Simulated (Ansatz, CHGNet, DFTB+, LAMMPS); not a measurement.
**fcc Ir, elastic constant C11**

Reference value: 590 GPa (measured, temperature not stated, not corrected to a static lattice; as tabulated in Mehl and Papaconstantopoulos (1996), arXiv:mtrl-th/9602003).

Question: What do Lennard-Jones jacobson2022, MEAM library.meam-Ir, Morse jacobson2022, GFN1-xTB as cut by DFTB+, CHGNet 0.3.0, LDA, PBE, PBE+SOC, PBEsol, PBEsol+SOC, r²SCAN, HSE06 give, and how far is each from the reference?

Answer: 
| level (code) | value (GPa) | cell (Å³/atom) | difference (%) |
|---|---|---|---|
| Lennard-Jones jacobson2022 (LAMMPS) | 888 | 14.04 | +51 |
| MEAM library.meam-Ir (LAMMPS) | 600 | 14.16 | +1.7 |
| Morse jacobson2022 (LAMMPS) | 465 | 14.04 | -21 |
| GFN1-xTB as cut by DFTB+ | 332 | 15.41 | -44 |
| CHGNet 0.3.0 | 424 | 14.56 | -28 |
| LDA (Ansatz) | 672 | 13.84 | +13.9 |
| PBE (Ansatz) | 584 | 14.50 | -1.0 |
| PBE+SOC (Ansatz) | 572 | 14.53 | -3.1 |
| PBEsol (Ansatz) | 646 | 14.05 | +9.5 |
| PBEsol+SOC (Ansatz) | 633 | 14.07 | +7.3 |
| r²SCAN (Ansatz) | 633 | 14.20 | +7.3 |
| HSE06 (Ansatz) | 670 | 13.99 | +13.6 |

The reference's temperature isn't stated, so close values are not ranked against it. Off by more than 25 %, or 35 % on the side where a correction would as a rule narrow the miss (bounds picked here): Lennard-Jones jacobson2022 (+51 %), GFN1-xTB as cut by DFTB+ (-44 %), CHGNet 0.3.0 (-28 %).

The measured value isn't corrected to a static lattice, so vibrations enter the comparison. A static lattice is as a rule stiffer than a warm one, by over a tenth in soft solids.  Density-functional levels without +SOC have no spin–orbit coupling. GFN1-xTB as cut by DFTB+: the method was fitted mainly to molecules. GFN1-xTB as cut by DFTB+: codes differ in how they cut the long-range tail of xTB's charge interaction in a crystal, so the value belongs to this code. HSE06: hybrids on metals are sensitive to the k mesh. HSE06: the run warned that the count of filled bands differs between k points. Each level is taken at its own relaxed cell. Cutoffs and k meshes differ between the levels. Ansatz's density-functional and Hartree–Fock values are scalar-relativistic unless marked +SOC, with PAW data made under PBE.

Empirical potentials (Lennard-Jones jacobson2022, MEAM library.meam-Ir, Morse jacobson2022) are fitted to chosen data: where that held the value shown, agreement is built in, and what lay outside the fit can be far off. Machine-learned potentials (CHGNet 0.3.0) are trained on DFT data: a solid inside that data is no test of them.

Differences are worked out from the printed values.

Ansatz is an electronic-structure program.
